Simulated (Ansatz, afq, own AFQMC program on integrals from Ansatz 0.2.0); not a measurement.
Integrals from Ansatz 0.2.0, then the random walk in our own AFQMC program (afq).

```yaml
crystal:
  periodic: [false, false, false]
  atoms:
    - {symbol: F, position_ang: [0.000000, 0.000000, 0.000000]}
basis:
  gaussian: {orbitals: aug-cc-pVDZ}
total_charge: 1
magnetization: {spin_polarized: false}
correlation: {method: ccsd_t, electrons: outside_noble_gas, hamiltonian_folder: ham}
```

```sh
$ ansatz run in.yaml --threads 1 --pin off --events-out ev --progress --plain --max-ram 1382MiB
```

Options of the walk:

```
--method phaseless --trial cisd --walkers 200 --populations 1 --least-time 40 --time-step 0.005 --steps-per-block 50 --equilibration-blocks 28 --max-blocks 300 --target-error 0.00029 --factor-cut 1e-05 --seed 9335 --release-times 0.24,0.51,0.99,1.62,2.4 --release-step 0.03 --release-every 4 --taylor-order 6
```

Times are imaginary, in 1/Eh. The walk had a cap of 400 s.

```
orbitals 22  electrons 3 3  factors 120 of 122
reference energy -98.64114040 Eh
CCSD correlation -0.16553798 Eh in 13 cycles, weight of the determinant in the CISD state 0.7934
energy of the start -98.806678 Eh
 block  time / (1/Eh)  mean weight  energy / Eh
     1     0.250  0.9992  -98.806685
     2     0.500  0.9999  -98.808328
     3     0.750  0.9999  -98.807939
     4     1.000  0.9991  -98.809972
     5     1.250  0.9994  -98.808231
    10     2.500  1.0011  -98.811500
    37     9.250  1.0000  -98.814900
    67    16.750  0.9981  -98.813661
    97    24.250  1.0009  -98.818708
   103    25.750  0.9998  -98.813607
   127    31.750  1.0001  -98.822379
   157    39.250  0.9996  -98.820561
   187    46.750  0.9937  -98.819855
   217    54.250  1.0012  -98.825750
   247    61.750  1.0014  -98.820928
   253    63.250  0.9968  -98.815764
blocks merged  error / Eh  count
     1  0.000217  230
     2  0.000253  115
     4  0.000288  57
     8  0.000286  28
    16  0.000319  14
released: time / (1/Eh)  energy / Eh  error  mean overlap
  0.24  -98.819661  0.000441  1.0021
  0.51  -98.819599  0.000459  0.9944
  0.99  -98.819811  0.000604  0.9970
  1.62  -98.820229  0.000811  1.0006
  2.40  -98.818469  0.001316  0.9961
energy -98.819038 +/- 0.000288 Eh
(rows thinned)
```

Task: Estimate how long the walk took on 1 thread of Intel(R) Xeon(R) Platinum 8259CL CPU @ 2.50GHz (Skylake/Cascade Lake), with other jobs on the host.

Result: 2.5 min of wall time.

The run passed its tests (sampling time, drift between the halves within three errors, error under three times the target), which doesn't prove that it has relaxed.

Against this walk (error 7.8 meV) on the same determinant: CCSD(T) 80.6 meV higher, CCSDT(Q) 31.4 meV lower, CCSDTQ 28.2 meV lower, full CI 28.5 meV lower. The error is statistical and leaves out the bias of the constraint. The released energies get too noisy after the second time (errors over twice the walk's own, or jumping) (meV from the phaseless value at times in 1/Eh: -17 ± 12 at 0.24, -15 ± 12 at 0.51, -21 ± 16 at 0.99, -32 ± 22 at 1.62, 15 ± 36 at 2.40), so they give no level. Full CI is exact here, so the walk's 28 meV above it is the walk's own error: the bias of the constraint with this trial. The determinant is a poor start (see the cautions), so the low cluster orders aren't to be relied on, and full CI is the sure value.

Cautions: constraint bias not in the error; another spin lies lower (by 2.75 eV); restricted determinant unstable towards unrestricted (UHF 3.07 eV lower, ⟨S²⟩ 1.01); strong correlation (T1 0.004, weight of the determinant 0.79, largest double 0.33); the determinant fills the p orbitals unequally in pairs, so it mixes two states of the atom (¹D and ¹S), and each level undoes that mixture to a different degree, while full CI gives the lower state; CCSDTQ on the UHF determinant differs (2.75 eV lower), perhaps since the unrestricted series falls towards higher spin.

CCSDT and higher add their correlation energy to the determinant of the CCSD(T) run, since their own runs factorise the integrals more tightly (a shift of under 2 meV).
